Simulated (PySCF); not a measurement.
A species of formula C5H6S has this rotational fingerprint, computed with PBE0-D3(BJ)/def2-TZVP geometry optimisation, gas phase in PySCF 2.14.0:

```
Rotational constants : A = 7561, B = 1448, C = 1225 MHz
Dipole components    : |μa| = 0.06 D, |μb| = 1.05 D, |μc| = 0.00 D
Inertial defect      : -3.20 u·Å²
κ                    : -0.93
```

Task: Which candidate fits, each taken in the one conformer that was computed?
A. `[CH2:1]=[C:2]=[C:3]=[CH:4][S:5][CH3:6]` with C3–C4–S5–C6 0°
B. `Cc1ccsc1`
C. `Cc1cccs1`

Result: A. It is C=C=C=CSC, a near-prolate asymmetric top, point group Cs. The candidates at the same level (rigid rotor, commonest isotopes):

| SMILES | A (MHz) | B (MHz) | C (MHz) | μa (D) | μb (D) | μc (D) | Δ (u·Å²) | point group | rotor |
| --- | --- | --- | --- | --- | --- | --- | --- | --- | --- |
| Cc1cccs1 | 5359 | 3144 | 2006 | 0.43 | 0.50 | 0.01 | -3.13 | near Cs | asymmetric top |
| Cc1ccsc1 | 7057 | 2481 | 1857 | 0.86 | 0.24 | 0.01 | -3.13 | near Cs | asymmetric top |
| C=C=C=CSC | 7561 | 1448 | 1225 | 0.06 | 1.05 | 0.00 | -3.20 | Cs | near-prolate asymmetric top |

`Cc1cccs1` has B 117 % too high; `Cc1ccsc1` has B 71 % too high. In the right answer the mirror of this Cs structure is the ab plane, so μc vanishes by symmetry. No structure here is proved a minimum.
